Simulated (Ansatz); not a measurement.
`C/N=C(/C)Cl` → `[CH2]` (triplet) + `CC(=N)Cl` at 500 K and 1 bar (formal loss of a carbene).

Computed with Ansatz on PBE0-D4/def2-TZVP structures; ΔE is electronic, products minus reactants. CCSD(T)/CBS adds triple-zeta CCSD(T) − MP2 to the extrapolated MP2 energy (def2 sets, frozen cores). This one scheme is used for every species. Triplets are unrestricted, without spin–orbit coupling. One conformer a species, not always the lowest.

| species | CCSD(T)/CBS energy (Eh) | H − E (kJ/mol) | S (J/(mol·K)) |
| --- | --- | --- | --- |
| `C/N=C(/C)Cl` | -632.23577 | 272.0 | 388.7 |
| `[CH2]` (triplet) | -39.09499 | 62.7 | 213.9 |
| `CC(=N)Cl` | -592.98219 | 189.5 | 336.5 |

H − E and S are ideal-gas, rigid-rotor, harmonic terms from PBE0-D4/def2-TZVP, for one conformer and one mirror image of each species, with the whole ground term of open shells counted as degenerate. 1 Eh = 2625.50 kJ/mol, R = 8.31446 J/(mol·K).

Question: By hand: ΔE, ΔH, ΔS and ΔG.

Answer: ΔE = (-39.09499) + (-592.98219) − (-632.23577) = 0.15859 Eh = 416.4 kJ/mol. Δ(H − E) = 62.7 + 189.5 − 272.0 = -19.8, so ΔH = 396.6 kJ/mol. ΔS = 213.9 + 336.5 − 388.7 = 161.7 J/(mol·K). ΔG = 396.6 − 500 × (161.7)/1000 = 315.8 kJ/mol.

Question: By hand: the equilibrium constant, and the temperature at which ΔG would vanish if ΔH and ΔS stayed fixed.

Answer: log₁₀ K = −ΔG/(RT ln 10) = -33.0. ΔG = 0 at ΔH/ΔS = 2453 K.

The number of gas molecules changes by +1, which sets the sign of ΔS. A doubt of 5 kJ/mol in ΔE shifts log₁₀ K by 0.5 here. Other conformers and mirror images would add mixing entropy, several J/(mol·K) or more a flexible species. A triplet takes part, so the spin changes. These are equilibria of isolated gas molecules and say nothing of rates. Largest T1 diagnostic: 0.012 (customary marks: 0.02 for closed shells, 0.045 for open ones).
